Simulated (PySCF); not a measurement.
# CF2O (carbonyl fluoride): the cost of one run

Programs: PySCF 2.14.0, with density-fitted response routines of our own. Each step states its level of theory. These are calculated values for one molecule in the gas phase, unless marked as measured. Atoms count from 0, in the outputs and in this text.

## Step 1: The molecule as given

4 atoms, charge 0, multiplicity 1; geometry from: GFN2-xTB. The atoms were then displaced at random by about 0.01 Å, so the start is not that level's minimum.

Bonds of the start (Å): O0–C1 1.14, C1–F2 1.30, C1–F3 1.30.

## Step 2: Optimising the geometry at PBE0-D3(BJ)/def2-SVP

Job settings and geometry (Å):

```
{"job": {"xc": "PBE0", "basis": "def2-SVP", "d3": "d3bj", "grid": 1, "shake": 0.01, "kind": "geom"}, "charge": 0, "multiplicity": 1}
O     -0.297320     1.095510     0.808820
C     -0.029650     0.088920     0.354700
F      0.994090    -0.645770     0.683420
F     -0.629120    -0.564030    -0.590390
```

On the command line:

```sh
$ OMP_NUM_THREADS=1 python probes_run.py task.json out
```

One launch serves the whole session: the jobs run in the order shown.

Q: Estimate the wall time and peak memory of this first job on 1 thread of Arm Neoverse V1, shared host.

About 5.5 s, with a peak of 0.27 GiB.
